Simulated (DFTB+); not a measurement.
DFTB+ input (SCC-DFTB): The folder sk holds the Slater-Koster set scc that CP2K ships.

```
Geometry = xyzFormat {
8

C      1.31248259    -0.40730475    -0.01581883
C      0.21233569     0.49170516    -0.00153984
O     -1.30999238    -0.17014658     0.01473458
H     -1.90838626     0.59467321     0.02300549
H      0.15861567     1.11525560     0.89952544
H      0.13796085     1.11854325    -0.89884804
H      1.48189181    -0.98851779     0.89309476
H      1.46094728    -0.98518403    -0.93050226
}
Hamiltonian = DFTB {
  SCC = Yes
  SCCTolerance = 1e-8
  MaxSCCIterations = 300
  Charge = -1
  SlaterKosterFiles = Type2FileNames {
    Prefix = "sk/"
    Separator = ""
    Suffix = ".spl"
    LowerCaseTypeName = Yes
  }
  MaxAngularMomentum {
    C = "p"
    H = "s"
    O = "p"
  }
  Filling = Fermi { Temperature [K] = 0 }
}
ParserOptions { ParserVersion = 14 }
```

From the last part of the output:

```
    3   2   1       4.81672718
    4   1   0       0.78328432
    5   1   0       1.04604955
    6   1   0       1.04604954
    7   1   0       0.99253352
    8   1   0       0.99253352

Orbital populations (up)
 Atom Sh.   l   m       Population  Label
    1   1   0   0       1.26987663  s
    1   2   1  -1       1.20754715  p_y
    1   2   1   0       0.89145223  p_z
    1   2   1   1       1.33295114  p_x
    2   1   0   0       1.20703655  s
    2   2   1  -1       0.93534020  p_y
    2   2   1   0       0.87553256  p_z
    2   2   1   1       0.81812936  p_x
    3   1   0   0       1.78495655  s
    3   2   1  -1       1.54656077  p_y
    3   2   1   0       1.99431419  p_z
    3   2   1   1       1.27585222  p_x
    4   1   0   0       0.78328432  s
    5   1   0   0       1.04604955  s
    6   1   0   0       1.04604954  s
    7   1   0   0       0.99253352  s
    8   1   0   0       0.99253352  s

Fermi level:                         0.2495210283 H            6.7898 eV
Band energy:                        -2.4645893549 H          -67.0649 eV
TS:                                  0.0000000000 H            0.0000 eV
Band free energy (E-TS):            -2.4645893549 H          -67.0649 eV
Extrapolated E(0K):                 -2.4645893549 H          -67.0649 eV
Input / Output electrons (q):     20.0000000000     20.0000000000

Energy H0:                          -8.8488694714 H         -240.7900 eV
Energy SCC:                          0.1891613096 H            5.1473 eV
Total Electronic energy:            -8.6597081618 H         -235.6426 eV
Repulsive energy:                    0.1173660967 H            3.1937 eV
Total energy:                       -8.5423420651 H         -232.4490 eV
Extrapolated to 0:                  -8.5423420651 H         -232.4490 eV
Total Mermin free energy:           -8.5423420651 H         -232.4490 eV
Force related energy:               -8.5423420651 H         -232.4490 eV

Non-constrained calculation

SCC converged

Warning: dipole moment is not defined absolutely!
Dipole moment:   -0.95125362    0.90730580    0.01258408 au
Dipole moment:   -2.41784573    2.30614150    0.03198553 Debye
```

The dipole moment of an ion depends on the origin.
